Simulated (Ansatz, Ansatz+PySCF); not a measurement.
```yaml
atoms:
  - { symbol: O, position_ang: [0.0000, 0.0000, -0.1101] }
  - { symbol: H, position_ang: [0.0000, 0.6938, 0.4404] }
  - { symbol: H, position_ang: [0.0000, -0.6938, 0.4404] }
```

RHF-MP2 on singlet H₂O was run in several spherical basis sets with Ansatz (development build ahead of 0.2.0). Frozen core: 1 orbital.

(1) Rank the basis sets by the total energy that they give, lowest first, with the distance from the lowest.
A. 6-31G(d)
B. cc-pVTZ
C. cc-pVDZ
D. def2-TZVP
E. def2-SVP

## Answers

(1) B (0.00 eV), D (0.18 eV), C (2.50 eV), A (3.49 eV), E (4.29 eV).

Totals follow the description of the cores as much as that of the bonds, so this order isn't one of quality for chemistry.
